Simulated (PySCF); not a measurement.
Does the answer move with the share of exact exchange?

Compound: acetamide, C₂H₅NO.
Atom-mapped SMILES: `[CH3:1][C:2]([NH2:3])=[O:4]` (hydrogens: H5, H6, H7 on C1; H8, H9 on N3)

Torsions of this conformer, `[CH3:1][C:2]([NH2:3])=[O:4]`: H–N3–C2–C1 180°, H–N3–C2–C1 0°.

PySCF, def2-SVPD basis, density fitting, gas phase, PBE0-D3(BJ)/def2-SVP geometry; singlet excitations by full TDDFT with frozen cores, triplets by Tamm–Dancoff TDDFT and ionisation energies by ΔSCF, from the lowest of the holes tried. One functional is left out:

```csv
functional,exact exchange (%),HOMO energy (eV),LUMO energy (eV),lowest singlet excitation (eV),lowest triplet excitation (eV),dipole moment (D),mean polarisability (au),vertical ionisation energy (eV)
LDA,0,-5.94,-0.74,5.40,5.01,3.916,40.8,10.05
PBE,0,-5.78,-0.52,5.43,4.98,3.840,40.5,9.77
B3LYP,20,-7.18,0.13,5.66,5.22,3.959,38.9,9.89
BHandHLYP,50,-9.05,0.94,6.04,5.58,4.091,37.0,9.68
```

**Question.** Predict the row of PBE0 (25 % exact exchange) by straight lines through the other rows, and check it.

**Answer.** 
```
                       property   line  computed  computed − line  B3LYP (20 %), for comparison
               HOMO energy (eV)  -7.47     -7.43            +0.04                         -7.18
               LUMO energy (eV)   0.19      0.47            +0.28                          0.13
 lowest singlet excitation (eV)   5.73      5.74            +0.01                          5.66
 lowest triplet excitation (eV)   5.29      5.25            -0.04                          5.22
              dipole moment (D)  3.983     3.960           -0.023                         3.959
       mean polarisability (au)   38.7      38.4             -0.3                          38.9
vertical ionisation energy (eV)   9.81      9.79            -0.02                          9.89
```
